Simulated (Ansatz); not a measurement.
**BSiP (singlet): from Hartree-Fock to the top rungs, cc-pVDZ**

The task here is to estimate one member of a computed series from the others.

Computed with Ansatz 0.2.0, Gaussian basis. Level: cc-pVDZ, core rule «outside noble gas», up to 11 orbitals frozen.

To be run: UHF; CCSD(T) on RHF; CCSD(T) on UHF; BCCD(T) on RHF; CISD; CCSDT(Q) on RHF; CCSDT(Q) on UHF; CASSCF and MRCISD+Q, 10 electrons in 11 orbitals; CASSCF and NEVPT2, 10 electrons in 11 orbitals.

23 further runs of the same task are left out: 10 that didn't finish, 13 set aside as unsound or not needed. Runs told in other sessions of the task aren't counted.

### The system

The geometry is a PBE0/def2-TZVP stationary point (not a proven minimum) of the parent state, kept for this charge and spin.

3 atoms, charge 0, spin multiplicity 1.

Atoms are counted from 1 here; the program's logs count them from 0.

Bond lengths: P1–B2 1.761 Å, B2–Si3 1.939 Å. Angles: P1–B2–Si3 180.0°.

The first run:

Contents of in.yaml:

```yaml
crystal:
  periodic: [false, false, false]
  atoms:
    - {symbol: P, position_ang: [0.000000, 0.000000, -1.820400]}
    - {symbol: B, position_ang: [0.000000, 0.000000, -0.059200]}
    - {symbol: Si, position_ang: [0.000000, 0.000000, 1.879600]}
basis:
  gaussian: {orbitals: cc-pVDZ}
magnetization: {spin_polarized: true, initial_magnetization: 0}
hamiltonian: {xc: hf}
output: {orbitals: {seedname: orbitals}}
```

Run with:

```
> ansatz run in.yaml --threads 1 --pin off --events-out ev --progress --plain --max-ram 2393MiB
```

Among the steps run: UHF; CCSD(T) on RHF; CCSD(T) on UHF; BCCD(T) on RHF; CISD; CCSDT(Q) on RHF; CCSDT(Q) on UHF; CASSCF and MRCISD+Q, 10 electrons in 11 orbitals; CASSCF and NEVPT2, 10 electrons in 11 orbitals.

One of the session's tables, all rows but one given; the rest of the session is left out.

It belongs to the step «Misses and costs». 

```
          method  from RCCSDT(Q) (kcal/mol)
             RHF                    +214.22
             UHF                          ?
            RMP2                     +31.90
            UMP2                     +52.88
            CISD                     +46.18
           RCCSD                     +20.81
           UCCSD                     +19.81
        RCCSD(T)                      +3.68
        UCCSD(T)                      +8.49
         BCCD(T)                      +3.66
          RCCSDT                      +3.45
          UCCSDT                      +3.60
       RCCSDT(Q)                          0
       UCCSDT(Q)                      +0.50
  CASSCF valence                    +116.47
  NEVPT2 valence                     +26.06
  MRCISD valence                     +11.44
MRCISD+Q valence                      +0.69
```

Q: Estimate the row for UHF from the others.

The run gave: from RCCSDT(Q) (kcal/mol): +186.69. In the column «from RCCSDT(Q) (kcal/mol)» it lies between CASSCF valence (+116.47) and RHF (+214.22).

The program flags UCCSD(T) as in doubt (see the logs), so read those rows with care; the flags are large difference.

To keep in mind: The determinant of HF (⟨S²⟩ 1.45) is far from a pure spin state, so its energy mixes those of several spin states; that is harmless only where they are near-degenerate. The determinant of CCSD(T) (⟨S²⟩ 1.45) is far from a pure spin state, so its energy mixes those of several spin states; high orders of coupled cluster remove much of that, low ones don't. The determinant of CCSDT(Q) (⟨S²⟩ 1.45) is far from a pure spin state, so its energy mixes those of several spin states; high orders of coupled cluster remove much of that, low ones don't. The program flags UCCSD(T) as in doubt, so read those rows with care; the flags are large difference. Warnings: restricted reference is unstable; spin contamination; large T1 diagnostic. Restricted and unrestricted rows rest on different reference determinants; a gap between their highest levels can come from leftover correlation error, from unlike frozen cores or from another state.
